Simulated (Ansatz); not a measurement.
Input file:

```yaml
crystal:
  periodic: [false, false, false]
  atoms:
    - {symbol: C, position_ang: [0.000000, 0.000000, -1.301788]}
    - {symbol: C, position_ang: [0.000000, 0.000000, 0.016472]}
    - {symbol: H, position_ang: [0.000000, 0.938847, -1.835672]}
    - {symbol: H, position_ang: [0.000000, -0.938847, -1.835672]}
    - {symbol: O, position_ang: [0.000000, 0.000000, 1.196172]}
basis:
  gaussian: {orbitals: cc-pVQZ}
magnetization: {spin_polarized: false}
correlation: {method: bccd_t, electrons: outside_noble_gas}
```

```sh
$ ansatz run in.yaml --threads 2 --pin off --events-out ev --progress --plain --max-ram 24576MiB --backend cuda --devices 0, --max-vram 18GiB
```

The program prints:

```
1339 factors; integrals over basis functions are off by at most 1.1e-3 eV
mean field evaluation 1: about -4128.3369 eV, gradient 3.2e1 eV
mean field evaluation 2: about -4128.3382 eV, gradient 3.2e1 eV
mean field evaluation 4: about -4130.4214 eV, gradient 4.2e0 eV
mean field evaluation 8: about -4130.4817 eV, gradient 2.4e-1 eV
mean field evaluation 16: about -4130.4683 eV, gradient 1.5e0 eV
mean field -4130.48228376 eV, -151.7924241867 hartree, gradient 2.5e-6 eV, S^2 0.000000; 0 other end points of the search recorded, 0 dependent functions left out
3 core orbitals not correlated: weight in the atoms' cores, before any rotation towards them, 1.000 or more for the frozen orbitals, at most 0.000 for the correlated occupied ones
reference -4130.48228376 eV, -151.7924241867 hartree; 8, 8 occupied and 214, 214 virtual orbitals, 1339 factors
second order -15.76503293 eV of doubles, -0.00000000 eV of singles
cycle   1  -15.22688280 eV  change    5.4e-1 eV  update   1.1e-1
cycle   2  -15.66334412 eV  change   -4.4e-1 eV  update   4.9e-2
cycle   3  -15.78567621 eV  change   -1.2e-1 eV  update   2.0e-2
cycle   4  -15.78246854 eV  change    3.2e-3 eV  update   6.9e-3
cycle   5  -15.77407890 eV  change    8.4e-3 eV  update   1.7e-3
cycle   6  -15.77425936 eV  change   -1.8e-4 eV  update   7.2e-4
cycle   7  -15.77437734 eV  change   -1.2e-4 eV  update   2.1e-4
cycle   8  -15.77428941 eV  change    8.8e-5 eV  update   9.4e-5
cycle   9  -15.77431379 eV  change   -2.4e-5 eV  update   3.4e-5
cycle  10  -15.77435183 eV  change   -3.8e-5 eV  update   1.7e-5
cycle  11  -15.77433611 eV  change    1.6e-5 eV  update   5.1e-6
perturbative correction -0.85247872 eV, -0.0313280151 hartree
Total energy: -4147.10909859 eV, -152.4034483615 hartree
```

Ran on 2 threads of AMD EPYC 7R13 with a shared H100 80 GB, shared host: 16 s wall, 0.81 GiB peak host memory.
